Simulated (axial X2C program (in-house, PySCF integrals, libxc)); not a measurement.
## Outer orbitals of SiCl at 2.081 Å, BLYP

Computed with an in-house all-electron X2C program for linear molecules (integrals from PySCF). Spin-free means the one-electron spin-free X2C Hamiltonian; two-component (2c) means X2C with spin–orbit coupling and atomic mean-field two-electron Coulomb and Gaunt terms, so the difference of the two also holds small scalar two-electron terms. Basis: Cl dyall-av3z [9s8p3d2f], Si dyall-v3z [8s7p2d1f] (cores contracted in-house); Gaussian nuclei, density fitting, unrestricted open shells. Masses: Cl 34.969 u, Si 27.977 u.

The distance is close to the 2c PBE0 minimum; the highest filled and lowest empty levels are listed.

Spin-free orbitals, state M_S = 1/2, Λ = 1 (beyond evenly filled blocks: π+α) (Löwdin shares):

```tsv
symmetry	occupied	ε (eV)	atomic character
σα	yes	-20.79	79% Cl s, 8% Si p, 5% Si d
σβ	yes	-20.72	79% Cl s, 8% Si p, 5% Si d
σα	yes	-12.07	47% Cl p, 41% Si s, 6% Cl s
σβ	yes	-11.67	53% Cl p, 36% Si s, 6% Cl s
π+α	yes	-8.47	86% Cl p, 10% Si p, 4% Si d
π-α	yes	-8.47	86% Cl p, 10% Si p, 4% Si d
π-β	yes	-8.35	87% Cl p, 7% Si p, 4% Si d
π+β	yes	-8.35	87% Cl p, 7% Si p, 4% Si d
σα	yes	-8.04	35% Cl p, 29% Si s, 28% Si p
σβ	yes	-7.65	34% Si s, 30% Cl p, 28% Si p
π+α	yes	-3.92	77% Si p, 10% Cl p, 9% Cl d
π-α	no	-3.92	77% Si p, 10% Cl p, 9% Cl d
π-β	no	-3.10	78% Si p, 10% Cl d, 8% Cl p
π+β	no	-3.10	78% Si p, 10% Cl d, 8% Cl p
σα	no	-0.94	51% Si p, 18% Si d, 11% Cl p
```

A filled and an empty partner (Λ and −Λ, same spin) share one energy because the functional has no current term.

Spinors with spin–orbit coupling (state Ω = 1/2):

```tsv
ω	occupied	ε (eV)	atomic character	λ mixture
-1/2	yes	-20.79	79% Cl s, 8% Si p, 5% Si d	100% σ
1/2	yes	-20.72	79% Cl s, 8% Si p, 5% Si d	100% σ
-1/2	yes	-12.07	47% Cl p, 41% Si s, 6% Cl s	100% σ
1/2	yes	-11.66	53% Cl p, 36% Si s, 6% Cl s	100% σ
1/2	yes	-8.51	86% Cl p, 9% Si p, 4% Si d	100% π
-3/2	yes	-8.44	85% Cl p, 10% Si p, 4% Si d	100% π
-1/2	yes	-8.39	87% Cl p, 8% Si p, 4% Si d	99% π, 1% σ
3/2	yes	-8.32	87% Cl p, 8% Si p, 4% Si d	100% π
-1/2	yes	-8.03	36% Cl p, 28% Si s, 27% Si p	99% σ, 1% π
1/2	yes	-7.64	34% Si s, 30% Cl p, 28% Si p	100% σ
1/2	yes	-3.93	77% Si p, 9% Cl p, 9% Cl d	100% π
-3/2	no	-3.90	77% Si p, 10% Cl p, 9% Cl d	100% π
-1/2	no	-3.11	78% Si p, 10% Cl d, 8% Cl p	100% π
3/2	no	-3.08	78% Si p, 10% Cl d, 8% Cl p	100% π
-1/2	no	-0.94	51% Si p, 18% Si d, 11% Cl p	100% σ
```

Q: How does the gap between the highest filled and lowest empty level change from the spin-free to the 2c table?

A: From 0.00 to 0.03 eV at BLYP, a change of 0.03 eV.

Mulliken charges and populations of the two-component result (they depend on the basis, above all on diffuse functions):

Cl -0.17 e (s 5.95 p 11.16 d 0.06), Si 0.17 e (s 5.90 p 7.80 d 0.12 f 0.02). ⟨Lz⟩ = 1.00 ħ and ⟨Sz⟩ = -0.50 ħ (-0.01 and -0.49 on the two atoms), which add up to Ω.

The state is a single determinant with fixed occupations, the lowest that a limited PBE0 search found. Density functionals use the spin component along the axis (collinear). Without a current term, density functionals place determinants with orbital angular momentum somewhat too high.
